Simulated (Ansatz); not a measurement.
Results of PBE (plane waves, PAW; Ansatz, an electronic-structure program) for zinc-blende HgTe.

Numerical settings: plane-wave cutoff 520 eV, 10×10×10 k mesh, Fermi–Dirac smearing 0.01 eV, scalar-relativistic PAW data made under PBE.

Pressure at four volumes; x = ln(V/36.734 Å³). One pressure is withheld.

| V (Å³/atom) | x | P (GPa) |
|---|---|---|
| 34.530 | -0.0619 | ? |
| 35.264 | -0.0408 | 1.592 |
| 36.734 | 0.0000 | 0.032 |
| 38.938 | 0.0583 | -1.689 |

**Question.** Pass a parabola P(x) through the three rows shown, estimate the bulk modulus and its pressure derivative near zero pressure, and predict the withheld pressure.

**Answer.** Slopes between the rows: (0.032 − (1.592))/(0.0000 − (-0.0408)) = -38.24 and (-1.689 − (0.032))/(0.0583 − (0.0000)) = -29.52 GPa. Their difference over the span 0.0991 is c = 8.72/0.0991 = 88.0 GPa, so P(x) = 1.592 + (-38.24)(x − (-0.0408)) + 88.0 (x − (-0.0408))(x − (0.0000)). At the middle row B = −dP/dx = −[-38.24 + 88.0 × 0.0408] = 34.6 GPa, and B′ = dB/dP = 2c/B = 5.1. At x = -0.0619 the parabola gives 2.514 GPa; the run gives 2.528 GPa. The Birch–Murnaghan fit to the energies at all volumes has B0 = 34.2 GPa and B′ = 5.2.

Measured, for comparison: bulk modulus 42.3 GPa (temperature not stated, no zero-point or thermal correction; as tabulated in Toher et al. (2017), arXiv:1611.05714). Computed less measured: bulk modulus -19 %.

Spin–orbit coupling is not included; it can shift volumes and moduli of such heavy elements.
